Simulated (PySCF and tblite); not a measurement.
C₅H₁₀O, numbered as in [CH3:1][C:2]([CH3:3])([CH3:4])[CH:5]=[O:6].

Level: PBE0-D3(BJ)/def2-TZVP (IEF-PCM, chloroform)//PBE0-D3(BJ)/def2-SVP, thermal terms from GFN2-xTB, symmetry numbers and mirror pairs counted. Conformers within 3 kcal/mol (GFN2-xTB free energy) were kept, 8 at most. GIAO shieldings: wB97X-D/pcSseg-1 (IEF-PCM, chloroform). Shifts are against TMS (¹H), TMS (¹³C) at the same level. (PySCF 2.14, tblite 0.8.)

Torsions listed: C1–C2–C5–O6.

```csv
conformer,shape,weight %,dipole D
1,0°,100.0,3.38
```

How do the computed shifts compare with measured ones?


```tsv
nucleus	signal	leading conformer	average	measured	medium
¹H	H1/H3/H4	1.02	1.02	1.08	not stated per compound (mostly CDCl3 or CCl4)
¹³C	C1/C3/C4	24.7	24.7	23.4	not stated per compound (mostly CDCl3 or CCl4)
¹³C	C2	44.3	44.3	42.4	not stated per compound (mostly CDCl3 or CCl4)
```

Measured values: Pretsch, Buehlmann, Badertscher, Structure Determination of Organic Compounds, 4th ed. (2009). Mean difference for ¹³C: 1.60 ppm, scatter 0.30 ppm. The computed shifts are unscaled and lack vibrational corrections.
